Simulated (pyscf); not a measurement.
Structures and frequencies: ωB97X-D3(BJ)/def2-SVP in PySCF.

Estimate by transition-state theory the rate constant of `[NH2][InH][NH2]` + `[H][H]` -> `[NH2][InH2]` + `[NH3]` (singlet surface; In–N, H–H broken, H–In, H–N formed) at 298 K, with ωB97M-D3(BJ)/def2-TZVP energies (ideal gas, 1 atm, RRHO with modes under 100 cm⁻¹ raised to 100, one conformer, R ln 2 for chiral ones without a mode under 150 cm⁻¹; no tunnelling).

The electronic barrier is 20.1 kcal/mol and the thermal terms add +9.3, so ΔG‡ = 29.3 kcal/mol. With k_BT/h = 6.21e+12 s⁻¹ and RT = 0.592 kcal/mol, and a volume of 4.06e-20 cm³ per molecule at 1 atm, k = 7.8e-29 cm³ molecule⁻¹ s⁻¹. Wigner's tunnelling factor for 1344i cm⁻¹ would be 2.75, likely too low at so high a frequency. A shift of 1 kcal/mol in the barrier changes k by a factor 5.4. On the product side the descent ends in an adduct with a In–N contact, 19.8 kcal/mol under the separated species and 42.0 kcal/mol under the saddle at ωB97X-D3(BJ)/def2-TZVP. What is counted as broken (In–N) persists as a longer contact in the product adduct; parting that adduct is a step of its own. At the saddle there is also a short H–In contact that neither side keeps. This is the saddle that the search found; another between the same sides may lie lower. Elements past Kr carry the def2 core potentials, without spin-orbit coupling.
